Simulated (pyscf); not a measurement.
Optimised with ωB97X-D3(BJ)/def2-SVP in PySCF.

Problem. Estimate by transition-state theory (the high-pressure limit) the rate constant of H₃C–CH₂–O–O• (SMILES CCO[O]) -> •O–OH (SMILES [O]O) + H₂C=CH₂ (SMILES C=C) (doublet surface; C–O, C–H broken, H–O formed) at 1200 K, with ωB97M-D3(BJ)/def2-TZVP energies (ideal gas, 1 atm, RRHO with modes under 100 cm⁻¹ raised to 100, one conformer, R ln 2 for rigid chiral ones; no tunnelling).

Solution. The electronic barrier is 35.5 kcal/mol and the thermal terms add -2.3, so ΔG‡ = 33.2 kcal/mol. With k_BT/h = 2.50e+13 s⁻¹ and RT = 2.385 kcal/mol, k = 2.2e+07 s⁻¹, a half-life of 3.1e-08 s through this channel alone. Wigner's tunnelling factor for 1228i cm⁻¹ would be 1.09. A shift of 1 kcal/mol in the barrier changes k by a factor 1.5. On the product side the descent ends in a complex, 5.3 kcal/mol under the separated species and 15.1 kcal/mol under the saddle at ωB97X-D3(BJ)/def2-TZVP. H₃C–CH₂–O–O• lies 43.3 kcal/mol over its isomer H₃C–CH(O•)–OH, and others may lie lower still (electronic energy, ωB97M-D3(BJ)). One saddle was located; it need not be the lowest between these sides.
